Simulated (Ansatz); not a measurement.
`N=S=O`: the same geometry under several functionals.

```yaml
crystal:
  periodic: [false, false, false]
  atoms:
    - {symbol: N, position_ang: [0.415937, 0.839564, -0.290704]}
    - {symbol: S, position_ang: [0.620591, -0.509230, 0.344193]}
    - {symbol: O, position_ang: [-0.501693, -1.407013, 0.524985]}
    - {symbol: H, position_ang: [-0.534835, 1.076688, -0.578463]}
basis:
  gaussian: {orbitals: def2-TZVPP}
hamiltonian: {xc: {name: r2SCANh}, dispersion: d4}
output: {orbitals: {seedname: orbitals}}
```

```sh
$ ansatz run in.yaml --threads 2 --pin off --events-out ev --progress --plain --max-ram 32768MiB --backend cpu
```

It prints (some lines left out):

```
Functional definition: r2SCANh
649 factors; their error is unknown
mean field evaluation 1: about -14377.7942 eV, gradient 7.2e1 eV
mean field evaluation 2: about -14353.9194 eV, gradient 1.3e2 eV
mean field evaluation 4: about -14385.9935 eV, gradient 2.0e1 eV
mean field evaluation 8: about -14386.7923 eV, gradient 2.2e-1 eV
mean field -14386.79233278 eV, -528.7048665116 hartree, gradient 5.0e-5 eV, S^2 0.000000; 0 other end points of the search recorded, 0 dependent functions left out
reference -14386.79233889 eV, -528.7048667360 hartree; 16, 16 occupied and 102, 102 virtual orbitals, 649 factors
Total energy: -14386.80637216 eV, -528.7053824492 hartree
```

Hardware: 2 threads of an AMD EPYC 7R13 on a shared host. Wall time 1.2 s, peak host memory 0.24 GiB.

The same input with `hamiltonian: {xc: {name: B97M-V}}` (abridged; 2.2 s):

```
Functional definition: B97M-V
mean field evaluation 16: about -14385.9057 eV, gradient 5.4e-5 eV
mean field -14385.90574354 eV, -528.6722849581 hartree, gradient 5.3e-5 eV, S^2 0.000000
Total energy: -14385.90577937 eV, -528.6722862745 hartree
```

Changing it to `hamiltonian: {xc: pbe0, dispersion: d4}` (abridged; 0.8 s):

```
Functional definition: PBE0
mean field -14381.93411538 eV, -528.5263303151 hartree, gradient 1.2e-5 eV, S^2 0.000000
Total energy: -14381.98360130 eV, -528.5281488891 hartree
```

Changing it to `hamiltonian: {xc: {name: wB97X-V}}` (abridged; 2 s):

```
Functional definition: wB97X-V
mean field evaluation 16: about -14386.5683 eV, gradient 3.9e-5 eV
mean field -14386.56828119 eV, -528.6966327677 hartree, gradient 3.9e-5 eV, S^2 0.000000
Total energy: -14386.56828000 eV, -528.6966327237 hartree
```

Changing it to `hamiltonian: {xc: {name: CAM-B3LYP}, dispersion: d4}` (abridged; 0.9 s):

```
Functional definition: CAM-B3LYP
mean field evaluation 16: about -14388.5453 eV, gradient 8.2e-5 eV
mean field -14388.54530823 eV, -528.7692871713 hartree, gradient 1.8e-5 eV, S^2 0.000000
Total energy: -14388.59471574 eV, -528.7711028637 hartree
```

Changing it to `hamiltonian: {xc: pbe, dispersion: d4}` and forces (abridged; 0.85 s):

```
Functional definition: PBE
mean field evaluation 16: about -14381.5205 eV, gradient 1.6e-5 eV
mean field -14381.52054097 eV, -528.5111317360 hartree, gradient 1.6e-5 eV, S^2 0.000000
Total energy: -14381.58090414 eV, -528.5133500416 hartree
Atom 0 force     0.220367     0.964782    -0.384596 eV/Å
Atom 1 force     1.191859    -0.089657     0.269469 eV/Å
Atom 2 force    -1.096434    -0.993543     0.227589 eV/Å
Atom 3 force    -0.315793     0.118418    -0.112461 eV/Å
Dipole moment:     0.005994     0.153856    -0.066897 e Å
```
